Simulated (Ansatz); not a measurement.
Energy needed to pull apart SiF2 (SMILES F[Si]F), singlet, into free ground-state atoms, from the structure below (displaced at random from a GFN2-xTB minimum); no zero-point or spin–orbit terms; open-shell atoms are treated unrestricted, in their ground-state multiplicity.

```xyz
3
angstrom
F 0.2301 1.2982 0.2123
Si -0.6545 -0.1035 -0.2750
F 0.3745 -1.2665 0.0126
```

Computed with Ansatz 0.2.0 (basis: def2-TZVPP); correlated methods freeze the cores.

```csv
method,atomization energy (kJ/mol)
PBE-D4,1248
r2SCAN-D4,1208
PBE0-D4,1187
r2SCANh-D4,?
LC-wPBE,1207
wB97M-V,1233
HF,855
MP2,?
CCSD,1156
CCSD(T),1182
```

Task: What does MP2 give? (Judge from chemistry; the value comes from the calculation.)

Result: Computed: 1247 kJ/mol, which is about 65 kJ/mol more than CCSD(T)/def2-TZVPP.

Task: What does r2SCANh-D4 give? (An estimate is asked for; the value comes from the calculation.)

Result: The calculation gives: 1187 kJ/mol, which is about 6 kJ/mol more than CCSD(T)/def2-TZVPP.

In triple zeta the MP2 and coupled-cluster atomization energies are still short of their basis limit by a few kcal/mol a bond, whereas those of the functionals are nearly converged, so these differences are not deviations from converged CCSD(T).

The T1 diagnostic stays at or below 0.016.

For scale, one of the runs: CCSD(T)/def2-TZVPP forces, 104 basis functions (an equivalent command: `ansatz run in.yaml --threads 4`). The run took about 10 s on 4 CPU threads (shared host).
